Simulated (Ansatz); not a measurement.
# CH3Si+ (triplet): from Hartree-Fock to the top rungs, cc-pVDZ

One table from this session's results is given with a row withheld; the runs are named, their logs left out.

Computed with Ansatz 0.2.0, Gaussian basis. Level: cc-pVDZ, core rule «outside noble gas», up to 6 orbitals frozen.

To be run: UHF; CCSD(T) on ROHF; CCSD(T) on UHF; BCCD(T) on ROHF; CISD; CCSDT(Q) on ROHF; CCSDT(Q) on UHF; CASSCF and NEVPT2, 10 electrons in 11 orbitals.

17 further runs of the same task are left out: 6 that didn't finish, 11 set aside as unsound or not needed.

**What is computed**

The geometry is a PBE0/def2-TZVP stationary point (not a proven minimum) of the parent state, kept for this charge and spin.

5 atoms, charge 1, spin multiplicity 3.

Atoms are counted from 1 here; the program's logs count them from 0.

Bond lengths: Si1–C2 1.890 Å, Si1–H3 1.488 Å, Si1–H4 1.488 Å, Si1–H5 1.492 Å. Angles: C2–Si1–H3 112.5°, C2–Si1–H4 112.5°, C2–Si1–H5 101.7°, H3–Si1–H4 109.7°, H3–Si1–H5 110.2°, H4–Si1–H5 110.2°.

As a file:

```xyz
5
charge 1, multiplicity 3
Si   -0.0027    0.0000    0.4927
C     0.0237    0.0000   -1.3968
H     0.6305   -1.2164    1.0698
H     0.6307    1.2163    1.0698
H    -1.4681    0.0001    0.7752
```

Set-up of the first run:

in.yaml reads:

```yaml
crystal:
  periodic: [false, false, false]
  atoms:
    - {symbol: Si, position_ang: [-0.002716, 0.000000, 0.492711]}
    - {symbol: C, position_ang: [0.023717, -0.000001, -1.396758]}
    - {symbol: H, position_ang: [0.630455, -1.216386, 1.069825]}
    - {symbol: H, position_ang: [0.630650, 1.216284, 1.069826]}
    - {symbol: H, position_ang: [-1.468051, 0.000117, 0.775218]}
basis:
  gaussian: {orbitals: cc-pVDZ}
total_charge: 1
magnetization: {spin_polarized: true, initial_magnetization: 2}
hamiltonian: {xc: hf}
output: {orbitals: {seedname: orbitals}}
```

Started as:

```sh
ansatz run in.yaml --threads 1 --pin off --events-out ev --progress --plain --max-ram 2393MiB
```

Steps of the session up to this table: UHF; CCSD(T) on ROHF; CCSD(T) on UHF; BCCD(T) on ROHF; CISD; CCSDT(Q) on ROHF; CCSDT(Q) on UHF; CASSCF and NEVPT2, 10 electrons in 11 orbitals.

One of the session's tables, all rows but one given; the rest of the session is left out.

```
        method  from UCCSDT(Q) (meV)
          ROHF               +5486.9
           UHF               +5393.5
          RMP2               +1435.5
          UMP2               +1416.2
          CISD                +564.8
         RCCSD                +199.0
         UCCSD                +197.7
      RCCSD(T)                     ?
      UCCSD(T)                 +53.7
       BCCD(T)                 +55.2
        RCCSDT                  +8.8
        UCCSDT                  +8.3
     RCCSDT(Q)                  +2.5
     UCCSDT(Q)                     0
CASSCF valence               +3328.7
NEVPT2 valence                +906.7
```

**Question.** Estimate the row for RCCSD(T).

As computed: from UCCSDT(Q) (meV): +53.8. In the column «from UCCSDT(Q) (meV)» it lies between UCCSD(T) (+53.7) and BCCD(T) (+55.2).

Among the levels timed on like hardware and quicker than the yardstick, those that no quicker one beats, quickest first: CISD (2.6 s, +564.8 meV); BCCD(T) (4.8 s, +55.2 meV); RCCSD(T) (7.5 s, +53.8 meV); UCCSD(T) (10 s, +53.7 meV).

To keep in mind: Restricted and unrestricted rows rest on different reference determinants; where their highest levels disagree by more than a few hundredths of an eV, they describe different states and don't form one ladder.
